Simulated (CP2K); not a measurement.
# COF2 (carbonyl fluoride), step by step, part 2 of 2

CP2K 2026.2.

**5. The doublet cation: energy and forces at UHSE06/TZVP-MOLOPT-PBE0-GTH (core potential, admm exchange PBEX, admm type ADMM2) (run 8)**

mol.inp reads:

```
&GLOBAL
  PROJECT mol
  RUN_TYPE ENERGY_FORCE
  PRINT_LEVEL MEDIUM
&END GLOBAL

&FORCE_EVAL
  METHOD QUICKSTEP
  &DFT
    BASIS_SET_FILE_NAME BASIS_MOLOPT_UZH
    BASIS_SET_FILE_NAME BASIS_ADMM_UZH
    POTENTIAL_FILE_NAME POTENTIAL_UZH
    CHARGE 1
    MULTIPLICITY 2
    LSD T
    ! Quickstep
    &QS
      METHOD GPW
      EPS_DEFAULT 1.0E-10
    &END QS
    ! real-space grids
    &MGRID
      CUTOFF 800
      REL_CUTOFF 50
      NGRIDS 4
    &END MGRID
    ! isolated system
    &POISSON
      PERIODIC NONE
      POISSON_SOLVER MULTIPOLE
    &END POISSON
    &SCF
      SCF_GUESS ATOMIC
      EPS_SCF 1.0E-06
      MAX_SCF 50
      &OT
        MINIMIZER DIIS
        PRECONDITIONER FULL_ALL
      &END OT
      &OUTER_SCF
        EPS_SCF 1.0E-06
        MAX_SCF 10
      &END OUTER_SCF
    &END SCF
    &XC
      &XC_FUNCTIONAL
        &HYB_GGA_XC_HSE06
        &END HYB_GGA_XC_HSE06
      &END XC_FUNCTIONAL
      ! exact exchange
      &HF
        FRACTION 0.25
        &SCREENING
          EPS_SCHWARZ 1.0E-09
        &END SCREENING
        &INTERACTION_POTENTIAL
          POTENTIAL_TYPE SHORTRANGE
          OMEGA 0.11
        &END INTERACTION_POTENTIAL
        &MEMORY
          MAX_MEMORY 1750
        &END MEMORY
      &END HF
    &END XC
    &AUXILIARY_DENSITY_MATRIX_METHOD
      ADMM_TYPE ADMM2
      EXCH_CORRECTION_FUNC PBEX
    &END AUXILIARY_DENSITY_MATRIX_METHOD
    ! extra output
    &PRINT
      &MOMENTS
        PERIODIC F
        REFERENCE COM
        MAX_MOMENT 1
      &END MOMENTS
      &MO_CUBES
        NLUMO 3
        NHOMO -1
        WRITE_CUBE F
      &END MO_CUBES
      &HIRSHFELD OFF
      &END HIRSHFELD
    &END PRINT
  &END DFT
  &SUBSYS
    &CELL
      ABC 9.1 8.8 8
      PERIODIC NONE
    &END CELL
    &COORD
      UNIT bohr
      O     -2.3482871    -0.2974429     0.2908477
      C     -0.1735336    -0.0219775     0.0214862
      F      1.5977445    -1.5621799     0.8025100
      F      0.9240572     1.8816003    -1.1148628
    &END COORD
    &TOPOLOGY
      &CENTER_COORDINATES
      &END CENTER_COORDINATES
    &END TOPOLOGY
    &KIND O
      BASIS_SET ORB TZVP-MOLOPT-PBE0-GTH-q6
      BASIS_SET AUX_FIT admm-dzp-q6
      POTENTIAL GTH-PBE0-q6
    &END KIND
    &KIND C
      BASIS_SET ORB TZVP-MOLOPT-PBE0-GTH-q4
      BASIS_SET AUX_FIT admm-dzp-q4
      POTENTIAL GTH-PBE0-q4
    &END KIND
    &KIND F
      BASIS_SET ORB TZVP-MOLOPT-PBE0-GTH-q7
      BASIS_SET AUX_FIT admm-dzp-q7
      POTENTIAL GTH-PBE0-q7
    &END KIND
  &END SUBSYS
  &PRINT
    &FORCES ON
    &END FORCES
  &END PRINT
&END FORCE_EVAL
```

Command:

```bash
$ OMP_NUM_THREADS=2 cp2k.psmp -i mol.inp -o mol.out
```

Standard output:

```text
CP2K| version string:                                       CP2K version 2026.2
[...]
 GLOBAL| Method name                                                        CP2K
[...]
 GLOBAL| Run type                                                   ENERGY_FORCE
[...]
 DFT| Spin unrestricted (spin-polarized) Kohn-Sham calculation               UKS
 DFT| Multiplicity                                                             2
[...]
 DFT| Charge                                                                   1
[...]
 FUNCTIONAL| HYB_GGA_XC_HSE06:
[...]
 QS| Method:                                                                 GPW
[...]
 QS| Density cutoff [a.u.]:                                                400.0
[...]
 QS| Relative density cutoff [a.u.]:                                        25.0
[...]
                             - Atoms:                                          4
[...]
                             - Spherical basis functions:                     68
[...]
 Number of electrons:                                                         12
[...]
     1 OT DIIS     0.15E+00   13.9     0.07079980       -67.2249720246 -6.72E+01
[...]
    35 OT DIIS     0.15E+00   16.9     0.00000081       -69.5927060704 -1.05E-09
  *** SCF run converged in    35 steps ***
[...]
  Overlap energy of the core charge distribution:               0.00000161332740
  Self energy of the core charge distribution:               -185.62203725718567
  Core Hamiltonian energy:                                     51.54176858294747
  Hartree energy:                                              78.49478933605889
  Exchange-correlation energy:                                -11.40514618034475
  Hartree-Fock Exchange energy:                                -2.60208216519448
  Total energy:                                               -69.59270607039113
[...]
                     Mulliken Population Analysis
 #  Atom  Element  Kind  Atomic population (alpha,beta) Net charge  Spin moment
       1     O        1         3.311041     2.440789     0.248170     0.870252
       2     C        2         1.582212     1.649294     0.768494    -0.067083
       3     F        3         3.553357     3.454936    -0.008293     0.098420
       4     F        3         3.553391     3.454980    -0.008371     0.098411
 # Total charge and spin       12.000000    11.000000     1.000000     1.000000
[...]
  Dipole moment [Debye]
    X= -0.1381707E+01 Y= -0.1741278E+00 Z=  0.1710177E+00  Total=      1.4030971
[...]
 WARNING : did not converge in ot_eigensolver
 number of iterations          299  exceeded maximum
 current gradient / target gradient   2.0870775140445380E-004  /    1.0000000000000001E-005
[...]
 WARNING : did not converge in ot_eigensolver
 number of iterations          299  exceeded maximum
 current gradient / target gradient   1.6502132527755189E-004  /    1.0000000000000001E-005
[...]
 HOMO - LUMO gap [eV] :    3.848182
[...]
 ENERGY| Total FORCE_EVAL ( QS ) energy [hartree]            -69.592706070746331
 FORCES| Atomic forces [hartree/bohr]
 FORCES|   Atom     x               y               z               |f|
 FORCES|      1 -1.22755890E-01 -1.52761502E-02  1.48229516E-02   1.24587676E-01
 FORCES|      2  2.08844441E-01  2.63865311E-02 -2.58366049E-02   2.12084370E-01
 FORCES|      3 -4.59414653E-02  5.90805059E-03 -3.66963669E-03   4.64649279E-02
 FORCES|      4 -4.11149410E-02 -1.68910138E-02  1.20677692E-02   4.60583952E-02
 FORCES| Sum    -9.67854557E-04  1.27417731E-04 -2.61552081E-03
 FORCES| Total atomic force                                       2.79176053E-03
[...]
```

It took 9.3 min on 2 threads of Intel Xeon Platinum 8488C (Sapphire Rapids), shared host; peak memory 2.3 GiB.

**6. All runs side by side**

```tsv
run	level	cutoff	iteration cap	partner	energy (Eh)	HOMO energy (eV)	LUMO energy (eV)	wall time
1	HSE06/TZVP-MOLOPT-PBE0-GTH (core potential, admm exchange PBEX, admm type ADMM2)	350	100	base	-70.085415	-9.84	-1.10	27 s
2	UHSE06/TZVP-MOLOPT-PBE0-GTH (core potential, admm exchange PBEX, admm type ADMM2)	350	50	cation	-69.593110	-20.65	-16.83	1.8 min
3	HSE06/TZVP-MOLOPT-PBE0-GTH (core potential, admm exchange PBEX, admm type ADMM2)	450	100	base	-70.085059	-9.84	-1.10	53 s
4	UHSE06/TZVP-MOLOPT-PBE0-GTH (core potential, admm exchange PBEX, admm type ADMM2)	450	50	cation	-69.592796	-20.65	-16.82	3.8 min
5	HSE06/TZVP-MOLOPT-PBE0-GTH (core potential, admm exchange PBEX, admm type ADMM2)	600	100	base	-70.084825	-9.84	-1.09	79 s
6	UHSE06/TZVP-MOLOPT-PBE0-GTH (core potential, admm exchange PBEX, admm type ADMM2)	600	50	cation	-69.592610	-20.65	-16.82	5.4 min
7	HSE06/TZVP-MOLOPT-PBE0-GTH (core potential, admm exchange PBEX, admm type ADMM2)	800	100	base	-70.084931	-9.84	-1.09	1.8 min
8	UHSE06/TZVP-MOLOPT-PBE0-GTH (core potential, admm exchange PBEX, admm type ADMM2)	800	50	cation	-69.592706	-20.65	-16.82	9.3 min
```

Convergence of the HOMO energy of singlet COF2 with the cutoff, against the last point:

```tsv
cutoff	from the last (eV)	wall time
350 Ry	-0.0017	27 s
450 Ry	-0.0003	53 s
600 Ry	-0.0000	79 s
800 Ry	+0.0000	1.8 min
```

Convergence of the LUMO energy of singlet COF2 with the cutoff, against the last point:

```tsv
cutoff	from the last (eV)	wall time
350 Ry	-0.0039	27 s
450 Ry	-0.0012	53 s
600 Ry	-0.0001	79 s
800 Ry	+0.0000	1.8 min
```

**7. Outcome**

What follows sums up all 2 parts.

```
                                                              quantity         value
                                   doublet cation, run 8: total energy  -69.59271 Eh
             doublet cation, run 8: HOMO energy (highest over α and β)     -20.65 eV
              doublet cation, run 8: LUMO energy (lowest over α and β)     -16.82 eV
                                           doublet cation, run 8: ⟨S²⟩         0.756
                       doublet cation, run 8: largest force on an atom   10.906 eV/Å
vertical ionisation energy (to the doublet cation) (run 1, cutoff 350)     13.396 eV
vertical ionisation energy (to the doublet cation) (run 3, cutoff 450)     13.395 eV
vertical ionisation energy (to the doublet cation) (run 5, cutoff 600)     13.394 eV
vertical ionisation energy (to the doublet cation) (run 7, cutoff 800)     13.394 eV
```

For the HOMO energy of singlet COF2 to stay within 0.001 eV of the last point, 450 Ry is the first point of the series from which all later ones do (53 s against 1.8 min). For the LUMO energy of singlet COF2 to stay within 0.001 eV of the last point, 600 Ry is the first point of the series from which all later ones do (79 s against 1.8 min). All runs together took 25 min, the longest 9.3 min.
